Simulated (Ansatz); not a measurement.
`C=C=C(C)Cl` + H–F → `C=C=C(C)F` + HCl at 500 K and 1 bar (substitution at a C–Cl bond).

Isolated molecules relaxed with PBE0-D4/def2-TZVP in Ansatz; ΔE leaves out vibrations. CBS: MP2 limit from def2 TZ/QZ plus the TZ coupled-cluster correction, frozen cores. This one scheme is used for every species.

```
     species  CCSD(T)/CBS energy (Eh)  H − E (kJ/mol)  S (J/(mol·K))
`C=C=C(C)Cl`               -614.93332           238.1          376.2
         H–F               -100.39570            39.4          188.7
 `C=C=C(C)F`               -254.93710           240.3          363.4
         HCl               -460.38127            32.5          201.9
```

H − E and S are ideal-gas, rigid-rotor, harmonic terms from PBE0-D4/def2-TZVP. 1 Eh = 2625.50 kJ/mol, R = 8.31446 J/(mol·K).

Q: By hand: ΔE, ΔH, ΔS and ΔG.

A: ΔE = (-254.93710) + (-460.38127) − (-614.93332) − (-100.39570) = 0.01065 Eh = 28.0 kJ/mol. Δ(H − E) = 240.3 + 32.5 − 238.1 − 39.4 = -4.7, so ΔH = 23.3 kJ/mol. ΔS = 363.4 + 201.9 − 376.2 − 188.7 = 0.4 J/(mol·K). ΔG = 23.3 − 500 × (0.4)/1000 = 23.1 kJ/mol.

Q: By hand: the equilibrium constant, and the temperature at which ΔG would vanish if ΔH and ΔS stayed fixed.

A: log₁₀ K = −ΔG/(RT ln 10) = -2.4. ΔG = 0 at ΔH/ΔS = 58250 K, far beyond where these terms or the molecules hold.

The number of gas molecules stays the same, so ΔS is small and ΔH decides. A doubt of 5 kJ/mol in ΔE shifts log₁₀ K by 0.5 here. These are equilibria of isolated gas molecules and say nothing of rates. Largest T1 diagnostic: 0.012 (customary marks: 0.02 for closed shells, 0.045 for open ones).
